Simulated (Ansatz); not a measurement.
# C₂H₃Si− (SMILES C=C=[SiH-]): energies and forces away from the minimum

How good are functionals off equilibrium? 4 randomly displaced structures are computed with CCSD(T) and cheaper methods.

Computed with Ansatz 0.2.0, Gaussian basis. Level: single points with forces in def2-TZVPPD.

Levels: PBE-D4, r2SCAN-D4, PBE0-D4, wB97M-V, Hartree-Fock, MP2, CCSD, CCSD(T). Each coordinate is moved by a Gaussian draw of the width named (0.7 of it for atoms other than hydrogen): 0.09, 0.04, 0.02, 0.06 Å.

Correlated methods freeze the cores.

31 further runs of the same task are left out: 31 set aside as unsound or not needed.

## Step 1: The starting structure

The minimum, relaxed at PBE0-D4: SMILES `C=C=[SiH-]`, 6 atoms, charge -1, spin multiplicity 1.

Atoms are counted from 1 here; the program's logs count them from 0.

Bond lengths: C1–C2 1.321 Å, C1–H4 1.096 Å, C1–H5 1.096 Å, C2–Si3 1.735 Å, Si3–H6 1.546 Å. Angles: C2–C1–H4 122.8°, C2–C1–H5 122.8°, H4–C1–H5 114.4°, C1–C2–Si3 173.5°, C2–Si3–H6 95.4°.

Coordinates:

```xyz
6
charge -1, multiplicity 1
C    -0.7239   -0.0035   -0.8372
C     0.0001    0.1515    0.2566
Si    0.8144    0.4834    1.7522
H    -1.5094   -0.7619   -0.9264
H    -0.5793    0.6065   -1.7357
H     1.9981   -0.4761    1.4905
```

Energies of the minimum (eV), from earlier single points: PBE-D4 -9992.97435, r2SCAN-D4 -9997.61567, PBE0-D4 -9993.69161, B3LYP-D4 -10000.64124, wB97M-V -9998.02686, CCSD(T) -9982.72078.

## Step 2: Structure 1, width 0.09 Å

pbe-tzvppd/in.yaml

```yaml
crystal:
  periodic: [false, false, false]
  atoms:
    - {symbol: C, position_ang: [-0.833203, 0.067635, -0.908362]}
    - {symbol: C, position_ang: [-0.012889, 0.110169, 0.250640]}
    - {symbol: Si, position_ang: [0.738767, 0.441823, 1.741680]}
    - {symbol: H, position_ang: [-1.630621, -0.802253, -0.817566]}
    - {symbol: H, position_ang: [-0.535404, 0.496087, -1.914954]}
    - {symbol: H, position_ang: [1.971945, -0.354666, 1.499006]}
basis:
  gaussian: {orbitals: "def2-TZVPPD.json"}
total_charge: -1
hamiltonian: {xc: pbe, dispersion: d4}
output: {forces: true}
```

r2scan-tzvppd/in.yaml differs from pbe-tzvppd/in.yaml so:

```diff
-hamiltonian: {xc: pbe, dispersion: d4}
+hamiltonian: {xc: r2scan, dispersion: d4}
```

pbe0-tzvppd/in.yaml:

```diff
-hamiltonian: {xc: pbe, dispersion: d4}
-output: {forces: true}
+hamiltonian: {xc: pbe0, dispersion: d4}
+output: {forces: true, orbitals: {seedname: orbitals}}
```

wb97mv-tzvppd/in.yaml:

```diff
-hamiltonian: {xc: pbe, dispersion: d4}
+hamiltonian: {xc: {name: wB97M-V}}
```

ccsdt-tzvppd/in.yaml:

```diff
-hamiltonian: {xc: pbe, dispersion: d4}
+correlation: {method: ccsd_t}
```

The basis file named in the input lies beside it (Basis Set Exchange, JSON).

One command serves all of them, each in its own folder.

Launch:

```console
$ ansatz run in.yaml --threads 2 --pin off --events-out ev --progress --plain --max-ram 4352MiB
```

Log of pbe-tzvppd:

```text
Functional definition: PBE
  name "PBE"
  cite "Perdew, Burke & Ernzerhof, Phys. Rev. Lett. 77, 3865 (1996) doi:10.1103/PhysRevLett.77.3865"
  parent pbe
  parameter kappa = 0.804
  parameter beta = 0.06672455060314922
  exchange = pbe_x(kappa = kappa, mu = beta*pi^2/3)
  correlation = pbe_c(beta = beta)
830 factors; their error is unknown
mean field evaluation 1: about -9989.4061 eV, gradient 3.2e1 eV
mean field evaluation 2: about -9973.4522 eV, gradient 7.3e1 eV
mean field evaluation 4: about -9992.3241 eV, gradient 3.7e0 eV
mean field evaluation 8: about -9992.3631 eV, gradient 6.5e-2 eV
mean field evaluation 16: about -9992.3412 eV, gradient 5.8e-4 eV
mean field -9992.34118916 eV, -367.2117656494 hartree, gradient 1.4e-5 eV, S^2 0.000000; 0 other end points of the search recorded, 0 dependent functions left out
the calculation of the forces begins
reference -9992.34123448 eV, -367.2117673152 hartree; 15, 15 occupied and 158, 158 virtual orbitals, 830 factors
Total energy: -9992.47284018 eV, -367.2166037354 hartree
Atom 0 at    -0.833203     0.067635    -0.908362 Å, force     1.171439    -1.806853     2.759944 eV/Å
Atom 1 at    -0.012889     0.110169     0.250640 Å, force    -2.292009     0.296031    -4.000163 eV/Å
Atom 2 at     0.738767     0.441823     1.741680 Å, force    -0.129168     0.939859     1.113306 eV/Å
Atom 3 at    -1.630621    -0.802253    -0.817566 Å, force     1.151859     1.571488    -0.861096 eV/Å
Atom 4 at    -0.535404     0.496087    -1.914954 Å, force    -0.572747    -0.264452     1.048938 eV/Å
Atom 5 at     1.971945    -0.354666     1.499006 Å, force     0.670626    -0.736073    -0.060929 eV/Å
Dipole moment:    -0.109231    -0.139768    -0.377269 e Å
```

Log of r2scan-tzvppd, cut to the lines that bear on the results:

```text
Functional definition: r2SCAN
  name "r2SCAN"
  cite "Furness, Kaplan, Ning, Perdew & Sun, J. Phys. Chem. Lett. 11, 8208 (2020) doi:10.1021/acs.jpclett.0c02405"
  cite "Furness, Kaplan, Ning, Perdew & Sun, J. Phys. Chem. Lett. 11, 9248 (2020) doi:10.1021/acs.jpclett.0c03077"
  parent r2scan
[...]
830 factors; their error is unknown
[...]
mean field -9997.02159027 eV, -367.3837672178 hartree, gradient 4.2e-5 eV, S^2 0.000000; 0 other end points of the search recorded, 0 dependent functions left out
[...]
reference -9997.02160388 eV, -367.3837677181 hartree; 15, 15 occupied and 158, 158 virtual orbitals, 830 factors
Total energy: -9997.05264498 eV, -367.3849084573 hartree
Atom 0 at    -0.833203     0.067635    -0.908362 Å, force     1.303125    -1.906116     2.933524 eV/Å
Atom 1 at    -0.012889     0.110169     0.250640 Å, force    -2.401908     0.370079    -4.120061 eV/Å
Atom 2 at     0.738767     0.441823     1.741680 Å, force    -0.117802     0.821102     0.849204 eV/Å
Atom 3 at    -1.630621    -0.802253    -0.817566 Å, force     1.306361     1.736090    -0.905969 eV/Å
Atom 4 at    -0.535404     0.496087    -1.914954 Å, force    -0.635640    -0.346606     1.271750 eV/Å
Atom 5 at     1.971945    -0.354666     1.499006 Å, force     0.545864    -0.674549    -0.028448 eV/Å
Dipole moment:    -0.105553    -0.153972    -0.397400 e Å
```

Log of pbe0-tzvppd, cut to the lines that bear on the results:

```text
Functional definition: PBE0
  name "PBE0"
  cite "Adamo & Barone, J. Chem. Phys. 110, 6158 (1999) doi:10.1063/1.478522"
[... 2 set-up lines as earlier in the session ...]
[...]
847 factors; their error is unknown
[...]
mean field -9992.98716892 eV, -367.2355049679 hartree, gradient 8.7e-6 eV, S^2 0.000000; 0 other end points of the search recorded, 0 dependent functions left out
[...]
reference -9992.98720210 eV, -367.2355061871 hartree; 15, 15 occupied and 158, 158 virtual orbitals, 847 factors
Total energy: -9993.09762795 eV, -367.2395642622 hartree
Atom 0 at    -0.833203     0.067635    -0.908362 Å, force     1.463136    -1.998746     3.081604 eV/Å
Atom 1 at    -0.012889     0.110169     0.250640 Å, force    -2.566817     0.401795    -4.280336 eV/Å
Atom 2 at     0.738767     0.441823     1.741680 Å, force    -0.142166     0.813828     0.819442 eV/Å
Atom 3 at    -1.630621    -0.802253    -0.817566 Å, force     1.340100     1.801111    -0.892287 eV/Å
Atom 4 at    -0.535404     0.496087    -1.914954 Å, force    -0.648939    -0.336029     1.314885 eV/Å
Atom 5 at     1.971945    -0.354666     1.499006 Å, force     0.554686    -0.681960    -0.043307 eV/Å
Dipole moment:    -0.102196    -0.146973    -0.380302 e Å
```

Output in wb97mv-tzvppd, cut to the lines that bear on the results:

```text
Functional definition: wB97M-V
  name "wB97M-V"
  cite "Mardirossian & Head-Gordon, J. Chem. Phys. 144, 214110 (2016) doi:10.1063/1.4952647"
  cite "Becke, J. Chem. Phys. 107, 8554 (1997) doi:10.1063/1.475007"
  cite "Vydrov & Van Voorhis, J. Chem. Phys. 133, 244103 (2010) doi:10.1063/1.3521275"
  # Of w^i u^j: cxij and so on, Table III.
[...]
  gx(w, u) = 1 - cx + cx01*u + cx10*w
  gss(w, u) = css00 + css04*u^4 + css10*w + css20*w^2 + css43*w^4*u^3
  gos(w, u) = cos00 + cos10*w + (cos20 + cos21*u)*w^2 + (cos60 + cos61*u)*w^6
[...]
      + integral(e_c_pw_mod_opposite_spin*gos(b97_w_opposite, b97_u_opposite)) + vv10(b, c)
835 factors; their error is unknown
242 factors; integrals over basis functions are off by at most 1.9e-5 eV
[...]
mean field -9997.42011266 eV, -367.3984126456 hartree, gradient 7.3e-5 eV, S^2 0.000000; 0 other end points of the search recorded, 0 dependent functions left out
[...]
reference -9997.42016585 eV, -367.3984146004 hartree; 15, 15 occupied and 158, 158 virtual orbitals, 835 factors
Total energy: -9997.42016585 eV, -367.3984146004 hartree
Atom 0 at    -0.833203     0.067635    -0.908362 Å, force     1.495770    -2.071634     3.042325 eV/Å
Atom 1 at    -0.012889     0.110169     0.250640 Å, force    -2.632780     0.434473    -4.334029 eV/Å
Atom 2 at     0.738767     0.441823     1.741680 Å, force    -0.055589     0.781804     0.852157 eV/Å
Atom 3 at    -1.630621    -0.802253    -0.817566 Å, force     1.366248     1.845783    -0.890623 eV/Å
Atom 4 at    -0.535404     0.496087    -1.914954 Å, force    -0.660614    -0.340941     1.381224 eV/Å
Atom 5 at     1.971945    -0.354666     1.499006 Å, force     0.486965    -0.649486    -0.051055 eV/Å
Dipole moment:    -0.098786    -0.134075    -0.354375 e Å
```

Output in ccsdt-tzvppd, cut to the lines that bear on the results:

```text
Functional definition: HF
  name "HF"
  cite "Fock, Z. Phys. 61, 126 (1930) doi:10.1007/BF01340294"
[... 1 set-up line as earlier in the session ...]
[...]
1006 factors; integrals over basis functions are off by at most 7.8e-4 eV
[...]
mean field -9968.26167680 eV, -366.3268598921 hartree, gradient 3.2e-6 eV, S^2 0.000000; 0 other end points of the search recorded, 0 dependent functions left out; unrestricted orbitals would lower it
[...]
7 core orbitals not correlated: weight in the atoms' cores, before any rotation towards them, 1.000 or more for the frozen orbitals, at most 0.000 for the correlated occupied ones
reference -9968.26167680 eV, -366.3268598921 hartree; 8, 8 occupied and 158, 158 virtual orbitals, 1006 factors
second order -12.40526015 eV of doubles, -0.00000000 eV of singles
cycle   1  -12.57824338 eV  change   -1.7e-1 eV  update   1.1e-1
[...]
cycle  14  -13.14058638 eV  change   -3.2e-6 eV  update   2.6e-6
perturbative correction -0.79338317 eV, -0.0291562936 hartree
[...]
working
working
Total energy: -9982.19564635 eV, -366.8389238283 hartree
Atom 0 at    -0.833203     0.067635    -0.908362 Å, force     0.997118    -1.991833     2.440561 eV/Å
Atom 1 at    -0.012889     0.110169     0.250640 Å, force    -2.387271     0.293083    -4.195459 eV/Å
Atom 2 at     0.738767     0.441823     1.741680 Å, force     0.177654     0.904567     1.366640 eV/Å
Atom 3 at    -1.630621    -0.802253    -0.817566 Å, force     1.317649     1.786114    -0.900323 eV/Å
Atom 4 at    -0.535404     0.496087    -1.914954 Å, force    -0.644219    -0.342785     1.303981 eV/Å
Atom 5 at     1.971945    -0.354666     1.499006 Å, force     0.539069    -0.649147    -0.015400 eV/Å
Dipole moment:    -0.141131    -0.147732    -0.432504 e Å
```

Wall times: 3 s (pbe-tzvppd), 6 s (r2scan-tzvppd), 4.4 s (pbe0-tzvppd), 15 s (wb97mv-tzvppd), 3.2 min (ccsdt-tzvppd) on 2 threads of Arm Neoverse N1, shared host; peak memory 2.7 GiB.

| method | RMS force component (eV/Å) | RMS error against CCSD(T) (eV/Å) | angle to CCSD(T) forces (°) |
| --- | --- | --- | --- |
| PBE-D4 | 1.541 | 0.175 | 6.1 |
| r2SCAN-D4 | 1.610 | 0.200 | 7.1 |
| PBE0-D4 | 1.682 | 0.246 | 8.1 |
| wB97M-V | 1.703 | 0.243 | 7.6 |
| CCSD(T) | 1.593 | reference | reference |

## Step 3: Structure 2, width 0.04 Å

pbe-tzvppd/in.yaml

```yaml
crystal:
  periodic: [false, false, false]
  atoms:
    - {symbol: C, position_ang: [-0.747188, -0.048413, -0.846628]}
    - {symbol: C, position_ang: [-0.045446, 0.151228, 0.252871]}
    - {symbol: Si, position_ang: [0.858847, 0.435881, 1.755984]}
    - {symbol: H, position_ang: [-1.504113, -0.682432, -0.910812]}
    - {symbol: H, position_ang: [-0.581153, 0.632903, -1.737131]}
    - {symbol: H, position_ang: [2.009034, -0.473024, 1.446816]}
basis:
  gaussian: {orbitals: "def2-TZVPPD.json"}
total_charge: -1
hamiltonian: {xc: pbe, dispersion: d4}
output: {forces: true}
```

r2scan-tzvppd/in.yaml differs from pbe-tzvppd/in.yaml so:

```diff
-hamiltonian: {xc: pbe, dispersion: d4}
+hamiltonian: {xc: r2scan, dispersion: d4}
```

pbe0-tzvppd/in.yaml:

```diff
-hamiltonian: {xc: pbe, dispersion: d4}
-output: {forces: true}
+hamiltonian: {xc: pbe0, dispersion: d4}
+output: {forces: true, orbitals: {seedname: orbitals}}
```

wb97mv-tzvppd/in.yaml:

```diff
-hamiltonian: {xc: pbe, dispersion: d4}
+hamiltonian: {xc: {name: wB97M-V}}
```

ccsdt-tzvppd/in.yaml:

```diff
-hamiltonian: {xc: pbe, dispersion: d4}
+correlation: {method: ccsd_t}
```

One command serves all of them, each in its own folder.

Launch:

```console
$ ansatz run in.yaml --threads 2 --pin off --events-out ev --progress --plain --max-ram 4352MiB
```

pbe-tzvppd printed, cut to the lines that bear on the results:

```text
[... 4 set-up lines as earlier in the session ...]
[...]
830 factors; their error is unknown
[...]
mean field -9992.53190640 eV, -367.2187743790 hartree, gradient 4.0e-5 eV, S^2 0.000000; 0 other end points of the search recorded, 0 dependent functions left out
[...]
reference -9992.53195083 eV, -367.2187760117 hartree; 15, 15 occupied and 158, 158 virtual orbitals, 830 factors
Total energy: -9992.66364442 eV, -367.2236156618 hartree
Atom 0 at    -0.747188    -0.048413    -0.846628 Å, force     3.230946     3.828334    -0.572307 eV/Å
Atom 1 at    -0.045446     0.151228     0.252871 Å, force     1.053294    -0.146931     1.163491 eV/Å
Atom 2 at     0.858847     0.435881     1.755984 Å, force    -1.058460     0.563537    -0.328191 eV/Å
Atom 3 at    -1.504113    -0.682432    -0.910812 Å, force    -3.550506    -3.139323    -0.450780 eV/Å
Atom 4 at    -0.581153     0.632903    -1.737131 Å, force    -0.207323    -0.560090     0.429352 eV/Å
Atom 5 at     2.009034    -0.473024     1.446816 Å, force     0.532050    -0.545527    -0.241565 eV/Å
Dipole moment:    -0.246635    -0.148659    -0.474572 e Å
```

Output in r2scan-tzvppd, cut to the lines that bear on the results:

```text
[... 5 set-up lines as earlier in the session ...]
[...]
830 factors; their error is unknown
[...]
mean field -9997.28674716 eV, -367.3935115538 hartree, gradient 7.6e-5 eV, S^2 0.000000; 0 other end points of the search recorded, 0 dependent functions left out
[...]
reference -9997.28676063 eV, -367.3935120490 hartree; 15, 15 occupied and 158, 158 virtual orbitals, 830 factors
Total energy: -9997.31772411 eV, -367.3946499355 hartree
Atom 0 at    -0.747188    -0.048413    -0.846628 Å, force     3.299683     3.894107    -0.425403 eV/Å
Atom 1 at    -0.045446     0.151228     0.252871 Å, force     0.961469    -0.174555     1.037562 eV/Å
Atom 2 at     0.858847     0.435881     1.755984 Å, force    -1.087101     0.434013    -0.597765 eV/Å
Atom 3 at    -1.504113    -0.682432    -0.910812 Å, force    -3.356948    -2.991597    -0.425894 eV/Å
Atom 4 at    -0.581153     0.632903    -1.737131 Å, force    -0.237054    -0.701761     0.620456 eV/Å
Atom 5 at     2.009034    -0.473024     1.446816 Å, force     0.419951    -0.460206    -0.208956 eV/Å
Dipole moment:    -0.247384    -0.162078    -0.499335 e Å
```

pbe0-tzvppd printed, cut to the lines that bear on the results:

```text
[... 5 set-up lines as earlier in the session ...]
[...]
847 factors; their error is unknown
[...]
mean field -9993.28021904 eV, -367.2462743612 hartree, gradient 4.5e-5 eV, S^2 0.000000; 0 other end points of the search recorded, 0 dependent functions left out
[...]
reference -9993.28025241 eV, -367.2462755874 hartree; 15, 15 occupied and 158, 158 virtual orbitals, 847 factors
Total energy: -9993.39072467 eV, -367.2503353681 hartree
Atom 0 at    -0.747188    -0.048413    -0.846628 Å, force     3.404083     3.978624    -0.345608 eV/Å
Atom 1 at    -0.045446     0.151228     0.252871 Å, force     0.894703    -0.171066     0.977790 eV/Å
Atom 2 at     0.858847     0.435881     1.755984 Å, force    -1.127709     0.418333    -0.668142 eV/Å
Atom 3 at    -1.504113    -0.682432    -0.910812 Å, force    -3.370055    -3.024632    -0.414529 eV/Å
Atom 4 at    -0.581153     0.632903    -1.737131 Å, force    -0.227844    -0.734462     0.664696 eV/Å
Atom 5 at     2.009034    -0.473024     1.446816 Å, force     0.426822    -0.466798    -0.214207 eV/Å
Dipole moment:    -0.238177    -0.150984    -0.472420 e Å
```

Log of wb97mv-tzvppd, cut to the lines that bear on the results:

```text
[... 5 set-up lines as earlier in the session ...]
  # Of w^i u^j: cxij and so on, Table III.
[...]
  gx(w, u) = 1 - cx + cx01*u + cx10*w
  gss(w, u) = css00 + css04*u^4 + css10*w + css20*w^2 + css43*w^4*u^3
  gos(w, u) = cos00 + cos10*w + (cos20 + cos21*u)*w^2 + (cos60 + cos61*u)*w^6
[...]
      + integral(e_c_pw_mod_opposite_spin*gos(b97_w_opposite, b97_u_opposite)) + vv10(b, c)
835 factors; their error is unknown
242 factors; integrals over basis functions are off by at most 1.8e-5 eV
[...]
mean field -9997.73937560 eV, -367.4101453422 hartree, gradient 8.6e-5 eV, S^2 0.000000; 0 other end points of the search recorded, 0 dependent functions left out
[...]
reference -9997.73942866 eV, -367.4101472920 hartree; 15, 15 occupied and 158, 158 virtual orbitals, 835 factors
Total energy: -9997.73942866 eV, -367.4101472920 hartree
Atom 0 at    -0.747188    -0.048413    -0.846628 Å, force     3.299665     3.936119    -0.467000 eV/Å
Atom 1 at    -0.045446     0.151228     0.252871 Å, force     0.892269    -0.139929     1.033083 eV/Å
Atom 2 at     0.858847     0.435881     1.755984 Å, force    -1.065601     0.362036    -0.698503 eV/Å
Atom 3 at    -1.504113    -0.682432    -0.910812 Å, force    -3.266972    -2.958147    -0.390017 eV/Å
Atom 4 at    -0.581153     0.632903    -1.737131 Å, force    -0.223157    -0.776872     0.728847 eV/Å
Atom 5 at     2.009034    -0.473024     1.446816 Å, force     0.363796    -0.423207    -0.206411 eV/Å
Dipole moment:    -0.231394    -0.134929    -0.436773 e Å
```

Log of ccsdt-tzvppd, cut to the lines that bear on the results:

```text
[... 4 set-up lines as earlier in the session ...]
[...]
1001 factors; integrals over basis functions are off by at most 9.3e-4 eV
[...]
mean field -9968.73477646 eV, -366.3442459839 hartree, gradient 3.9e-6 eV, S^2 0.000000; 0 other end points of the search recorded, 0 dependent functions left out; unrestricted orbitals would lower it
7 core orbitals not correlated: weight in the atoms' cores, before any rotation towards them, 1.000 or more for the frozen orbitals, at most 0.000 for the correlated occupied ones
reference -9968.73477646 eV, -366.3442459839 hartree; 8, 8 occupied and 158, 158 virtual orbitals, 1001 factors
second order -12.21326773 eV of doubles, -0.00000000 eV of singles
cycle   1  -12.45744233 eV  change   -2.4e-1 eV  update   1.0e-1
[...]
cycle  13  -12.97183646 eV  change   -4.9e-6 eV  update   2.5e-6
perturbative correction -0.74390314 eV, -0.0273379362 hartree
[...]
working
working
Total energy: -9982.45051606 eV, -366.8482901174 hartree
Atom 0 at    -0.747188    -0.048413    -0.846628 Å, force     2.919559     3.829650    -1.124956 eV/Å
Atom 1 at    -0.045446     0.151228     0.252871 Å, force     1.025159    -0.099275     1.227735 eV/Å
Atom 2 at     0.858847     0.435881     1.755984 Å, force    -0.774544     0.455873    -0.203030 eV/Å
Atom 3 at    -1.504113    -0.682432    -0.910812 Å, force    -3.345130    -3.004395    -0.405405 eV/Å
Atom 4 at    -0.581153     0.632903    -1.737131 Å, force    -0.229680    -0.750139     0.686233 eV/Å
Atom 5 at     2.009034    -0.473024     1.446816 Å, force     0.404637    -0.431714    -0.180577 eV/Å
Dipole moment:    -0.265509    -0.151152    -0.504677 e Å
```

They took 3.3 s (pbe-tzvppd), 6.5 s (r2scan-tzvppd), 4.2 s (pbe0-tzvppd), 16 s (wb97mv-tzvppd), 3.1 min (ccsdt-tzvppd) on 2 threads of Arm Neoverse N1, shared host; peak memory 2.7 GiB.

| method | RMS force component (eV/Å) | RMS error against CCSD(T) (eV/Å) | angle to CCSD(T) forces (°) |
| --- | --- | --- | --- |
| PBE-D4 | 1.721 | 0.199 | 6.5 |
| r2SCAN-D4 | 1.696 | 0.229 | 7.8 |
| PBE0-D4 | 1.722 | 0.268 | 8.9 |
| wB97M-V | 1.689 | 0.236 | 8.0 |
| CCSD(T) | 1.662 | reference | reference |

[end of part 1 of 2]
